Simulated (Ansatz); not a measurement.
## [Br···H···N], quartet: the ladder up to UCCSDT(Q)

Geometry: a point of a hydrogen-transfer path between rigid fragments, not a stationary point.

```xyz
3

Br    0.0000    0.0000   -1.5617
H     0.0000    0.0000   -0.0407
N     0.0000    0.0000    1.6023
```

Basis cc-pVTZ; Ansatz 0.2.0. Correlated methods freeze the noble-gas cores and the filled d shells of p-block atoms, which leaves 13 electrons in 72 orbitals. Prefix R: restricted or restricted open-shell reference; prefix U: unrestricted. Active spaces: valence = (13e, 9o) chosen from the atoms' valence shells. No spin–orbit coupling is included, and no scalar relativity.

Full CI isn't at hand for all of this; UCCSDT(Q) serves as the reference, and is uncertain by about the last step of the cluster series. The frozen core follows each run's orbitals, which can shift R against U totals by a few meV for light atoms and by up to 0.1 eV past Ca.

- UHF ⟨S²⟩: 3.766
- T1 diagnostic (RCCSD): 0.0171
- largest doubles amplitude (RCCSD): 0.054
- T1 diagnostic (UCCSD): 0.0103

Task: From what is known of these methods and the diagnostics, rank them by the size of their error in total energy against UCCSDT(Q) in cc-pVTZ, smallest first (an estimate: the text doesn't fix the numbers).
A. UCCSD(T)
B. UCCSDT
C. UMP2
D. UCCSD
E. UHF

Result: B (1.0 kJ/mol), A (3.5 kJ/mol), D (29.7 kJ/mol), C (119.8 kJ/mol), E (848.2 kJ/mol).

All errors are against UCCSDT(Q) in cc-pVTZ. Within each family the higher level lies nearer, as is usual though not guaranteed.

Natural occupations of CASSCF (valence space) about the gap: 1.998 1.965 1.002 1.000 1.000 0.036; effectively unpaired electrons, Σ n²(2−n)², 3.01.
